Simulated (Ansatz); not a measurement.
**H2O (triplet): the correlation ladder at distance H1–H2 along a hydrogen transfer = 1.246 Å, 6-31G**

Aim: climb from Hartree-Fock through coupled cluster and multireference methods for H2O (triplet) at one geometry and basis, and see what each rung misses.

Computed with Ansatz 0.2.0, Gaussian basis. Level: 6-31G, core rule «outside noble gas», up to 1 orbitals frozen.

Plan: UHF; CCSD(T) on ROHF; CCSD(T) on UHF; BCCD(T) on ROHF; CISD; CCSDT(Q) on ROHF; CCSDT(Q) on UHF; CISDTQ; CCSDTQ on ROHF; CCSDTQ on UHF; CASSCF and MRCISD+Q, 4 electrons in 4 orbitals; CASSCF and NEVPT2, 4 electrons in 4 orbitals; CASSCF and MRCISD+Q, 8 electrons in 6 orbitals; CASSCF and NEVPT2, 8 electrons in 6 orbitals; Full CI.

10 further runs of the same task are left out: 1 for a mislabelled method, 6 that didn't finish, 3 set aside as unsound or not needed.

## Step 1: The system

The geometry derives from fragments relaxed apart (PBE0/def2-TZVP) and kept rigid, so it is no stationary point. A hydrogen atom is moved between rigid fragments.

3 atoms, charge 0, spin multiplicity 3.

Atoms are counted from 1 here; the program's logs count them from 0.

Bond lengths: H2–O3 0.990 Å.

## Step 2: UHF

The input, in.yaml:

```yaml
crystal:
  periodic: [false, false, false]
  atoms:
    - {symbol: H, position_ang: [0.000000, 0.000000, -1.160667]}
    - {symbol: H, position_ang: [0.000000, 0.000000, 0.085333]}
    - {symbol: O, position_ang: [0.000000, 0.000000, 1.075333]}
basis:
  gaussian: {orbitals: 6-31G}
magnetization: {spin_polarized: true, initial_magnetization: 2}
hamiltonian: {xc: hf}
output: {orbitals: {seedname: orbitals}}
```

Started as:

```
$ ansatz run in.yaml --threads 1 --pin off --events-out ev --progress --plain --max-ram 2393MiB
```

Further steps of the session: CCSD(T) on ROHF; CCSD(T) on UHF; BCCD(T) on ROHF; CISD; CCSDT(Q) on ROHF; CCSDT(Q) on UHF; CISDTQ; CCSDTQ on ROHF; CCSDTQ on UHF; CASSCF and MRCISD+Q, 4 electrons in 4 orbitals; CASSCF and NEVPT2, 4 electrons in 4 orbitals; CASSCF and MRCISD+Q, 8 electrons in 6 orbitals; CASSCF and NEVPT2, 8 electrons in 6 orbitals; Full CI.

Q: Predict the results of all the runs planned. Wanted: FCI below the RHF energy; RMP2 from FCI; UMP2 from FCI; RCCSD from FCI; RCCSD(T) from FCI; UCCSD(T) from FCI; RCCSDT(Q) from FCI; UCCSDT(Q) from FCI; NEVPT2 pair from FCI.

**Answer**, as computed:

```
                         quantity                                                                                                                                       value
         FCI below the RHF energy                                                                                                                                  -2.8613 eV
                    RMP2 from FCI                                                                                                                                +32.3 kJ/mol
                    UMP2 from FCI                                                                                                                                +30.7 kJ/mol
                   RCCSD from FCI                                                                                                                                 +2.7 kJ/mol
                RCCSD(T) from FCI                                                                                                                                 +1.0 kJ/mol
                UCCSD(T) from FCI                                                                                                                                 +0.9 kJ/mol
               RCCSDT(Q) from FCI                                                                                                                                  0.0 kJ/mol
               UCCSDT(Q) from FCI                                                                                                                                  0.0 kJ/mol
             NEVPT2 pair from FCI                                                                                                                                +20.1 kJ/mol
           MRCISD+Q pair from FCI                                                                                                                                 +2.5 kJ/mol
          NEVPT2 valence from FCI                                                                                                                                +35.5 kJ/mol
levels within 1 kcal/mol (43 meV)  RCCSD, UCCSD, RCCSD(T), UCCSD(T), BCCD(T), RCCSDT, UCCSDT, CISDTQ, RCCSDT(Q), UCCSDT(Q), RCCSDTQ, UCCSDTQ, MRCISD+Q pair, MRCISD+Q valence
                    T1 diagnostic                                                                                                                                       0.021
   effectively unpaired electrons                                                                                                                                        2.01
```

In words: RCCSD(T) lands +1.0 kJ/mol from the yardstick (0.4 % of the correlation energy). One determinant dominates. Of the multireference levels listed MRCISD+Q valence comes nearest in total energy (+2.2 kJ/mol), which doesn't show that its space is the better one. These misses are within one basis, not against nature; the frozen cores of restricted and unrestricted runs differ, which can shift their rows.
